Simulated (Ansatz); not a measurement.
Compare A (`CC[C]=O`•) with its isomer B (`[CH2]OC=C`•).

Calculated with Ansatz (gas phase, PBE0-D4/def2-TZVP geometries, no zero-point term in ΔE). CCSD(T)/CBS adds triple-zeta CCSD(T) − MP2 to the extrapolated MP2 energy (def2 sets, frozen cores). Functionals use def2-TZVPP. No spin–orbit coupling; open shells (•) take unrestricted orbitals. Each species was taken in one conformer, which may not be the lowest.

Problem. Which isomer does CCSD(T)/CBS put lower? Give the gap. (Estimate.)

Solution. Ansatz gave: A, by 29.4 kcal/mol.

Problem. Give E(B) − E(A) in kcal/mol with ωB97M-V, r2SCAN-D4, CCSD(T)/def2-TZVPP, CCSD/def2-TZVPP, PBE-D4, HF/def2-TZVPP, LDA (SPW92). (Estimate.)

Solution. The calculation gave: ωB97M-V 29.1, r2SCAN-D4 27.4, CCSD(T)/def2-TZVPP 30.0, CCSD/def2-TZVPP 29.6, PBE-D4 28.0, HF/def2-TZVPP 27.4, LDA (SPW92) 25.2. None reverses the order clearly.

Problem. Does the order hold for the free energy at 298.15 K (harmonic terms from PBE0-D4)? (Estimate.)

Solution. Ansatz gave: Yes: G(B) − G(A) = +28.6 kcal/mol, for one conformer each.

Largest T1 diagnostic: 0.018.

At CCSD(T), def2-SVP lies +3.6 kcal/mol from the extrapolated value and def2-TZVPP +0.6 kcal/mol. Leaving LDA and LC-ωPBE aside and taking each functional with its dispersion term where it has one, the values, not all of them listed here, spread over 3.3 kcal/mol, from BLYP-D4 to ωB97X-V. LDA lies −2.9 kcal/mol from PBE without D4.
